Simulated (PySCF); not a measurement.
HPO2 (singlet). All numbers come from PBE0/[P def2-TZVP, O def2-TZVP, H def2-TZVP], no relativity, density fitting, PySCF.

Harmonic bands of its minimum:

| ω (cm⁻¹) | IR (km/mol) |
| --- | --- |
| 468 | 59.5 |
| 626 | 11.2 |
| 998 | 1.4 |
| 1179 | 33.5 |
| 1502 | 180 |
| 2481 | 14.7 |

Problem. The central atom is P. Infer the point group and assign the bands.

Solution. C2v. The modes span 3a1 + b1 + 2b2: 468 a1, 626 b1, 998 b2, 1179 a1, 1502 b2, 2481 a1. The computed geometry has P–H 1.406 Å, P–O 1.451 Å (×2); H–P–O 112.6° (×2), O–P–O 134.8°.

Other isomers or separated fragments may lie lower.
